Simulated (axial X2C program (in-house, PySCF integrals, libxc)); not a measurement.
**BS⁺: from the spin-free to the two-component result**

Computed with an in-house relativistic program for diatomic molecules. Spin-free means the one-electron spin-free X2C Hamiltonian; two-component (2c) means X2C with spin–orbit coupling and atomic mean-field two-electron Coulomb and Gaunt terms, so the difference of the two also holds small scalar two-electron terms. Basis: S dyall-av3z [9s8p3d2f], B dyall-v3z [7s6p2d1f] (cores contracted in-house); Gaussian nuclei, density fitting, unrestricted open shells. Masses: S 31.972 u, B 11.009 u.

Spin-free state: M_S = 1, Λ = 1 (beyond evenly filled blocks: σα, π+α, π+β, π-α); fragments S + B+.

```json
{"level": "PBE0", "Re (Å)": "1.706", "ωe (cm⁻¹)": "982.7", "De (eV)": "3.364", "μ (D)": "2.14"}
{"level": "HF", "Re (Å)": "1.699", "ωe (cm⁻¹)": "999.1", "De (eV)": "2.157", "μ (D)": "2.69"}
{"level": "MP2", "Re (Å)": "1.703", "ωe (cm⁻¹)": "1012.7", "De (eV)": "2.947", "μ (D)": "n/a"}
{"level": "CCSD", "Re (Å)": "1.712", "ωe (cm⁻¹)": "964.3", "De (eV)": "2.436", "μ (D)": "n/a"}
{"level": "CCSD(T)", "Re (Å)": "1.718", "ωe (cm⁻¹)": "951.3", "De (eV)": "2.619", "μ (D)": "n/a"}
{"level": "r2SCAN", "Re (Å)": "1.711", "ωe (cm⁻¹)": "975.1", "De (eV)": "3.483", "μ (D)": "2.13"}
```

Correlated methods: 8 electrons correlated (number of frozen shells: S 2 s, 1 p; B 1 s), 176 virtual spin orbitals or spinors in MP2, 90 natural virtuals in coupled cluster.

Dipoles are positive if B is the positive end and refer to the centre of mass.

Two-component determinant lowest at the distance of the search:

Ω = 2 (⟨Sz⟩ = 1.00, ⟨Lz⟩ = 1.00 at HF); fragments S + B+.

```tsv
level	Re (Å)	ωe (cm⁻¹)	De (eV)	μ (D)
PBE0	1.706	982.3	3.385	2.14
HF	1.699	998.7	2.175	2.69
MP2	1.704	1012.3	2.944	n/a
CCSD	1.712	963.8	2.443	n/a
CCSD(T)	1.719	950.8	2.617	n/a
r2SCAN	1.711	974.8	3.504	2.13
```

(1) From the two tables, how do the constants change at the CCSD(T) level (2c against spin-free)?

The state is one determinant whose occupation by symmetry is held fixed; it was picked as the lowest of a PBE0 search that is not exhaustive. De is counted from the lowest determinant-based energies of the atoms at the same level, without counterpoise correction. Density functionals use the spin component along the axis (collinear). Coupled cluster ran in a truncated set of natural virtual spinors; the MP2 energy of the rest was added. (T) has no such correction and the atoms are truncated less, which lowers De at CCSD(T) by a hundredth of an eV or more. The 2c atoms are single determinants rather than J levels; their spin–orbit lowering is only partly caught, and De is too large by that part. This holds for PBE0, r2SCAN. PBE0 can misorder states that lie within some tenths of an eV, so this need not be the ground state of the molecule. The nearest other spin-free determinant of the search, M_S = 0, Λ = 1, lies 0.09 eV up at the distance of the search. The functionals have no current-density term, which raises determinants with orbital currents, atoms included. With several unpaired electrons one determinant need not be a pure state. A state of lower Ω lies just above, and one determinant can place such states too high, so the state shown need not be the lowest. The search has Ω = 1 only 0.09 eV up. Open-shell Ω = 0 determinants with evenly filled partner blocks cannot be reached by this program, so the Ω shown need not be the lowest component. At some level and bond length an empty orbital lies below a filled one.

Answers

(1) At the CCSD(T) level Re is unchanged within 0.001 Å and ωe falls by 0.5 cm⁻¹; De changes by -0.002 eV.
